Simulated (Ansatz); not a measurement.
Geometry optimisation, RKS PBE/def2-TZVP in Ansatz 0.2.0.

input.yaml

```yaml
crystal:
  periodic: [false, false, false]
  atoms:
    - { symbol: B, position_ang: [0.0, 0.0, 0.0] }
    - { symbol: O, position_ang: [0.0, 0.0, 1.41] }
    - { symbol: H, position_ang: [-0.9095, -0.2814, 1.7471] }
    - { symbol: H, position_ang: [1.0305, 0.0, -0.595] }
    - { symbol: H, position_ang: [-1.0305, 0.0, -0.595] }
basis:
  gaussian: { orbitals: def2-TZVP }
hamiltonian:
  xc: pbe
relax:
  f_tol: 0.02
  max_steps: 40
```

Run as:

```bash
$ ansatz run input.yaml --threads 1 --pin off --max-ram 2048MiB --backend cpu --events-out ev --progress --plain --runs-dir out
```

Question: Where does it end, and by what steps?

Answer: The run converged. After 5 steps the energy has fallen by 0.148 eV; O2 moved furthest, 0.13 Å.

```csv
step,energy less start (eV),largest force component (eV/Å),accepted
0,0.0000,1.668,yes
1,0.0373,2.850,no
2,-0.1299,0.756,yes
3,-0.1461,0.146,yes
4,-0.1474,0.046,yes
5,-0.1476,0.004,yes
```

```xyz
5
Properties=species:S:1:pos:R:3
B -0.017 -0.023 0.003
O 0.004 -0.115 1.359
H -0.885 -0.178 1.748
H 1.052 0.057 -0.543
H -1.064 -0.023 -0.599
```

Whether the end is a true minimum wasn't checked by a vibrational analysis.

Run time: 7.4 s on 1 thread of Arm Neoverse V1, on a shared host, peak memory 0.1 GiB.
